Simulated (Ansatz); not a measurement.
A structure relaxed at PBE0-D4/def2-TZVP, charge 0, multiplicity 2:

```xyz
9

C    -0.0170    0.3751    0.8953
C     0.1040   -0.7612   -0.1188
Al   -0.0128   -0.1937   -2.0102
H     0.7742    1.1185    0.7663
H     0.0449    0.0124    1.9268
H    -0.9669    0.9069    0.7953
H     1.0473   -1.3058    0.0136
H    -0.6765   -1.5157    0.0459
H    -0.2972    1.3634   -2.3141
```

(1) Give its formula and SMILES.

(2) Point group (tolerance 0.08 Å, 0.16 Å for H)?

(3) Summarise the bond lengths by kind.

Results:

(1) C2H6Al, `C[CH2][AlH]`.

(2) Cs.

(3) 1 × C–C 1.528 Å; 5 × C–H 1.093 to 1.098 Å; 1 × Al–C 1.978 Å; 1 × Al–H 1.612 Å.

Program: Ansatz 0.2.0.
